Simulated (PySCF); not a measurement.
## [BH₂···H···H], doublet: the ladder up to RCCSDT

All five atoms lie in one plane.

Geometry: a point of a hydrogen-transfer path between rigid fragments, not a stationary point.

| atom | x (Å) | y (Å) | z (Å) |
| --- | --- | --- | --- |
| B | -0.1540 | 0.0000 | 0.0000 |
| H | -0.7507 | 1.0336 | 0.0000 |
| H | -0.7507 | -1.0336 | 0.0000 |
| H | 1.0810 | 0.0000 | 0.0000 |
| H | 2.0720 | 0.0000 | 0.0000 |

Basis cc-pVDZ; PySCF 2.14.0. Correlated methods freeze the noble-gas cores, which leaves 7 electrons in 33 orbitals. Prefix R: restricted or restricted open-shell reference; prefix U: unrestricted.

Full CI isn't at hand for all of this; RCCSDT serves as the reference. It lacks quadruple excitations. The frozen core follows each run's orbitals, which can shift R against U totals by a few meV.

```
UHF ⟨S²⟩                          : 0.763
T1 diagnostic (ROHF- or RHF-based CCSD)             : 0.0200
largest doubles amplitude (ROHF- or RHF-based CCSD) : 0.044
T1 diagnostic (UCCSD)             : 0.0102
```

| level | E − E(RCCSDT) (mEh) | share of correlation (%) | wall time |
| --- | --- | --- | --- |
| RHF | 134.95 | 0.00 | – |
| UHF | 129.99 | 3.67 | – |
| RMP2 | 29.50 | 78.14 | – |
| UMP2 | 29.58 | 78.08 | – |
| RCCSD | 2.51 | 98.14 | – |
| UCCSD | 2.43 | 98.20 | – |
| RCCSD(T) | 0.48 | 99.64 | 1.3 s |
| UCCSD(T) | 0.48 | 99.64 | 1.3 s |
| UCCSDT | 0.00 | 100.00 | 47 s |

The correlation energy at RCCSDT, counted from RHF, is -3.672 eV. That run took 48 s on 1 thread of Arm Neoverse N1, shared host.

Times are those of the correlated step on a shared host, with one SCF added for the restricted CCSD run; they ran on 1 thread of Arm Neoverse N1.
